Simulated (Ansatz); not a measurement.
Born–Oppenheimer molecular dynamics of BFH₃N (6 atoms, charge 0, multiplicity 1). It goes on from the last frame of an earlier run, with new velocities.

Computed with RHF/def2-SVP (Ansatz 0.2.0).

```
ensemble                      : NVE (velocity Verlet)
time step                     : 0.5 fs
steps asked                   : 150
starting velocities drawn for : 2000 K
seed                          : 125464
```

First frame:

```xyz
6
Properties=species:S:1:pos:R:3
B 0.087 0.015 -0.044
F -0.033 -0.634 1.116
N 1.280 0.027 -0.733
H 2.047 -0.474 -0.388
H 1.343 0.410 -1.642
H -0.898 0.543 -0.540
```

Q: How far do the bonds stretch over the last three quarters of this one trajectory? (Pairs bonded in most of those frames.)

A: 
| bond | mean (Å) | spread (Å) | shortest | longest |
| --- | --- | --- | --- | --- |
| B1–F2 | 1.325 | 0.021 | 1.29 | 1.36 |
| B1–N3 | 1.391 | 0.023 | 1.35 | 1.44 |
| B1–H6 | 1.213 | 0.078 | 1.10 | 1.33 |
| N3–H4 | 1.016 | 0.059 | 0.91 | 1.12 |
| N3–H5 | 1.020 | 0.090 | 0.88 | 1.15 |

Mean temperature of the second half: 1034 K. The conserved energy stayed within 4.5 meV per atom of its start (net change 2.7 meV per atom), so the integration is sound. Over the second half the temperature averaged 0.52 of the 2000 K drawn at the start: a run that starts near a minimum puts about half its kinetic energy into the potential. A run of 0.075 ps of so small a system gives no equilibrium averages.

Run time: 100 s on 1 thread of Arm Neoverse N1, on a shared host, peak memory 0.088 GiB.
